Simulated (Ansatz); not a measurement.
**CS2, singlet: the ladder up to RCCSDTQ**

Geometry: MP2(full)/6-31G*, from the G2/97 set.

```yaml
atoms:
  - { symbol: S, position_ang: [0.0000, 0.0000, 1.5611] }
  - { symbol: C, position_ang: [0.0000, 0.0000, 0.0000] }
  - { symbol: S, position_ang: [0.0000, 0.0000, -1.5611] }
```

Basis 6-31G; Ansatz 0.2.0. Correlated methods freeze the noble-gas cores, which leaves 16 electrons in 24 orbitals. Prefix R: restricted or restricted open-shell reference. Active spaces: valence = (16e, 12o) chosen from the atoms' valence shells.

Full CI isn't at hand for all of this; RCCSDTQ serves as the reference, and is uncertain by about the last step of the cluster series.

- UHF ⟨S²⟩: 0.000
- T1 diagnostic (RCCSD): 0.0218
- largest doubles amplitude (RCCSD): 0.078

| level | E − E(RHF) (eV) |
| --- | --- |
| RMP2 | -5.9545 |
| RCCSD | -5.9608 |
| RCCSD(T) | -6.3310 |

Problem. Estimate how far RCCSDTQ in 6-31G lies from RCCSD(T). The table doesn't fix it; the size of (T) and the diagnostics are the guide.

Solution. RCCSDTQ in 6-31G lies 1.49 mEh below RCCSD(T), which is 11 % of the (T) step (-13.60 mEh). T1 is raised, but (T) still catches most of what CCSD lacks.

The other levels:

```tsv
level	E − E(RCCSDTQ) (mEh)	share of correlation (%)	wall time
CISD	34.31	85.34	1.2 s
BCCD(T)	1.23	99.47	0.51 s
RCCSDT	0.90	99.62	–
CISDTQ	3.31	98.59	70 s (H100)
RCCSDT(Q)	0.06	99.98	2.6 s
CASSCF (valence space)	79.12	66.21	–
NEVPT2 (valence space)	19.43	91.70	12 s
NEVPT4(SD) (valence space)	2.63	98.88	17 s (H100)
MRCISD (valence space)	3.96	98.31	–
MRCISD+Q (valence space)	0.88	99.62	35 s (H100)
```

The correlation energy at RCCSDTQ, counted from RHF, is -6.371 eV. That run took 7 s on 2 threads of AMD EPYC 7R13 with a shared H100 80 GB, shared host.

Times hold each run's SCF and search for its determinant on a shared host, so for small cases they say little of a method's own cost; rows without a card ran on 1 thread of AMD EPYC 7R13.

Natural occupations of CASSCF (valence space) about the gap: 1.967 1.958 1.958 1.949 1.949 0.095 0.095 0.038 0.023; effectively unpaired electrons, Σ n²(2−n)², 0.11.

Atomization energy (electronic, same basis, no zero-point term; atoms at the same level, unrestricted beside the R rows where the molecule is a closed shell, with restricted open-shell steps beyond CCSDT(Q)) at RCCSDTQ: 835.9 kJ/mol. Errors of other levels:

| level | error (kJ/mol) |
| --- | --- |
| RHF | -394.9 |
| RMP2 | 25.4 |
| CISD | -86.1 |
| RCCSD | -37.2 |
| RCCSD(T) | -3.3 |
| BCCD(T) | -2.5 |
| RCCSDT | -2.4 |
| CISDTQ | -8.6 |
| RCCSDT(Q) | -0.2 |
| CASSCF (valence space) | -32.5 |
| NEVPT2 (valence space) | 13.3 |
| NEVPT4(SD) (valence space) | 2.8 |
| MRCISD (valence space) | -7.8 |
| MRCISD+Q (valence space) | -2.1 |

This basis is far from its limit, so the value isn't to be set against a measured one. Truncated CI isn't size-consistent, which counts against it in atomization.
